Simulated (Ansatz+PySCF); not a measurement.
# singlet C₃H₄: levels of theory in one basis

```yaml
atoms:
  - { symbol: C, position_ang: [0.0000, 0.0000, -1.1398] }
  - { symbol: C, position_ang: [0.0000, 0.0000, 0.1973] }
  - { symbol: C, position_ang: [0.0000, 0.0000, 1.3112] }
  - { symbol: H, position_ang: [0.0000, -0.9454, -1.5039] }
  - { symbol: H, position_ang: [-0.8187, 0.4727, -1.5039] }
  - { symbol: H, position_ang: [0.8187, 0.4727, -1.5039] }
  - { symbol: H, position_ang: [0.0000, 0.0000, 2.2994] }
```

Basis set: def2-SVP (spherical functions). Frozen core: 3 orbitals. Charge 0, multiplicity 1.

Computed with Ansatz (development build ahead of 0.2.0); each method stands on the lowest determinant of its kind that the runs found. NEVPT2 correlates all electrons. Active spaces start from the frontier orbitals, and the lowest solution found is given.

| method | E − E(RHF) (eV) | <S²> of the determinant |
| --- | --- | --- |
| RHF | 0.00 | 0.00 |
| RHF-MP2 | -10.41 | – |
| RHF-CCSD | -11.20 | – |
| RHF-CCSD(T) | -11.56 | – |
| SC-NEVPT2(4,4) | -10.60 | – |

Problem. What does CASSCF(4,4) give on the same scale?

Solution. -1.60 eV.

Problem. Is a single determinant a sound starting point here?

Solution. By this sign, yes. Unrestricted orbitals gain 0.00 eV and <S²> is 0.00 against 0.00 for a pure state. The CASSCF(4,4) natural occupations are 1.95, 1.95, 0.05, 0.05.
